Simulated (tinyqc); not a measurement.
Stretching all distances: RHF, UHF, MP2, CISD and CCSD against full CI in the sto-3g basis, for H2O, spin multiplicity 1. Computed by the program tinyqc with PySCF. All coordinates are multiplied by the scale. c0^2 is the weight of the RHF determinant in the lowest singlet FCI state (UHF is spin-contaminated and may lie near states of higher spin) and n(LUMO) the first natural occupation beyond the occupied space.

Geometry (angstrom):

| atom | x | y | z |
|---|---|---|---|
| O | 0.0000 | 0.0000 | 0.0000 |
| H | 0.0000 | 0.6820 | 0.5620 |
| H | 0.0000 | -0.6820 | 0.5620 |

Full CI energy (hartree) and errors against it (kcal/mol):

| scale | distance 1-2 (angstrom) | E(FCI) | RHF | UHF | MP2 | CISD | CCSD | <S^2> UHF | c0^2 | n(LUMO) |
|---|---|---|---|---|---|---|---|---|---|---|
| 0.940 | 0.831 | -74.92525 | 22.627 | 22.627 | 5.801 | 0.198 | 0.042 | 0.000 | 0.984 | 0.016 |
| 1.150 | 1.016 | -75.02238 | 36.470 | 36.470 | 10.600 | 0.654 | 0.090 | 0.000 | 0.966 | 0.034 |
| 1.350 | 1.193 | -74.98969 | 55.812 | 55.812 | 17.654 | 1.949 | 0.213 | 0.000 | 0.931 | 0.070 |
| 1.560 | 1.379 | -74.92041 | 83.608 | 70.349 | 27.907 | 5.310 | 0.471 | 0.753 | 0.869 | 0.140 |
| 1.770 | 1.564 | -74.85302 | 119.356 | 52.939 | 40.690 | 12.067 | 0.569 | 1.399 | 0.774 | 0.251 |
| 1.980 | 1.750 | -74.80163 | 162.335 | 31.104 | 54.620 | 22.788 | -1.024 | 1.707 | 0.649 | 0.401 |
| 2.180 | 1.927 | -74.77059 | 207.312 | 16.175 | 65.889 | 34.536 | -6.545 | 1.853 | 0.522 | 0.559 |

What does the comparison show, and why?

UHF parts from RHF first at scale 1.56 of those listed, where <S^2> leaves zero. The weight c0^2 goes from 0.98 to 0.52 and n(LUMO) from 0.02 to 0.56: static correlation grows as the bonds break into open-shell fragments. The spread of the error along the curve, which distorts its shape, is CCSD 7.1, CISD 34.3, UHF 54.2, MP2 60.1, RHF 184.7 kcal/mol. Below FCI somewhere: CCSD, as non-variational methods may be.
